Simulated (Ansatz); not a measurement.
Process, species as SMILES: ClCl (Cl2) → Cl2+ (doublet, bonded as ClCl) + e-
B3LYP-D3(BJ)/def2-TZVP geometries, fixed; electronic energies without zero-point terms.

Effect of a fitting basis named in the input at MP2/aug-cc-pV(Q+d)Z with Ansatz (a quantum-chemistry and plane-wave program), against the last row, where the adiabatic ionisation energy is 11.49 eV. Cores are frozen. Open shells are unrestricted. The default fits or decomposes integrals by the program's own choice; accuracy: high also tightens integrals, grids and stops.

| setting | largest shift of a total energy (mEh) | shift of the adiabatic ionisation energy (eV) |
|---|---|---|
| fitting: def2-universal-jkfit and def2-SVP-RIFIT | -6.566 | 0.000 |
| fitting: def2-universal-jkfit and cc-pVDZ-RIFIT | -5.792 | 0.000 |
| fitting: def2-universal-jkfit and cc-pVTZ-RIFIT | -1.415 | 0.002 |
| fitting: def2-universal-jkfit and aug-cc-pVTZ-RIFIT | -1.130 | 0.002 |
| fitting: def2-universal-jkfit and cc-pVQZ-RIFIT | 0.254 | 0.001 |
| fitting: def2-universal-jkfit and aug-cc-pVQZ-RIFIT | 0.358 | 0.000 |
| accuracy: high | -0.001 | 0.000 |
| accuracy: medium (default) | 0.000 | 0.000 |

Within 0.002 eV in the adiabatic ionisation energy: fitting: def2-universal-jkfit and def2-SVP-RIFIT; fitting: def2-universal-jkfit and cc-pVDZ-RIFIT; fitting: def2-universal-jkfit and cc-pVQZ-RIFIT; fitting: def2-universal-jkfit and aug-cc-pVQZ-RIFIT; accuracy: high. The largest shift is 6.566 mEh in a total energy and 0.002 eV in the difference.
